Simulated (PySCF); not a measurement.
# The bond of AlP+, level by level

The task here is to estimate one member of a computed series from the others.

The runs use PySCF 2.14.0; Al def2-TZVPPD, P def2-TZVPPD, no relativity.

Set-up of the first run:

The job is set up so:

```json
{
 "atoms": "Al, P",
 "charge": "1",
 "basis": "Al def2-TZVPPD, P def2-TZVPPD",
 "Hamiltonian": "no relativity",
 "basis functions": "96",
 "electrons treated": "27",
 "masses in u": "26.9815, 30.9738",
 "levels": "PBE0, PBE, r²SCAN, B3LYP, TPSSh, BHandHLYP, BLYP, B97-3, CAM-B3LYP, HF, MP2, SCS-MP2, CCSD, CCSD(T)",
 "grid": "80 radial by 434 angular points",
 "occupations": "held fixed by the projection of orbital angular momentum",
 "dissociation limit": "Al+ + P, each in its ground configuration",
 "starting distance in angstrom": "2.360",
 "values of 2S to try": "1, 3"
}
```

The run is started by

```console
$ OMP_NUM_THREADS=2 python dia.py task.json out
```

Among the steps run: Set-up; The PBE0 curve of the state that the search chose; Higher solutions at PBE0; PBE (GGA); r²SCAN (meta-GGA); B3LYP; TPSSh (hybrid meta-GGA); BHandHLYP (global hybrid GGA); BLYP; B97-3; CAM-B3LYP; ROHF (mean field); MP2 and coupled cluster.

One table of the session follows, with a row left open; its other results are not shown here.

It belongs to the step «The curves together». Energy (eV) from each level's lowest point:

| R (Å) | ROHF | ROHF-MP2 | ROHF-SCS-MP2 | ROHF-CCSD | ROHF-CCSD(T) |
| --- | --- | --- | --- | --- | --- |
| 2.123 | 0.734 | 0.475 | 0.508 | n/a | n/a |
| 2.222 | 0.505 | 0.201 | 0.224 | 0.297 | 0.257 |
| 2.321 | 0.387 | 0.038 | 0.047 | 0.136 | 0.103 |
| 2.395 | 0.315 | 0.000 | 0.002 | 0.064 | 0.042 |
| 2.469 | ? | ? | ? | ? | ? |
| 2.543 | 0.181 | 0.003 | 0.001 | 0.006 | 0.000 |
| 2.642 | 0.115 | 0.008 | 0.004 | 0.000 | 0.004 |
| 2.765 | 0.058 | 0.022 | 0.014 | 0.012 | 0.028 |
| 2.913 | 0.019 | 0.048 | 0.035 | 0.040 | 0.068 |
| 3.111 | 0.000 | 0.093 | 0.074 | n/a | n/a |

**Question.** Estimate the row for R (Å) = 2.469.

Worked estimate for «ROHF». A straight line through the neighbours (2.395, 0.315) and (2.543, 0.181) gives 0.315 + (0.181 − 0.315) × (2.469 − 2.395) / (2.543 − 2.395) = 0.248; a parabola fitted to 4 rows on both sides gives 0.244.

The run gave: ROHF: 0.244; ROHF-MP2: 0.001; ROHF-SCS-MP2: 0.000; ROHF-CCSD: 0.025; ROHF-CCSD(T): 0.011. In «ROHF» the line misses by +0.004 and the parabola by 0.000.
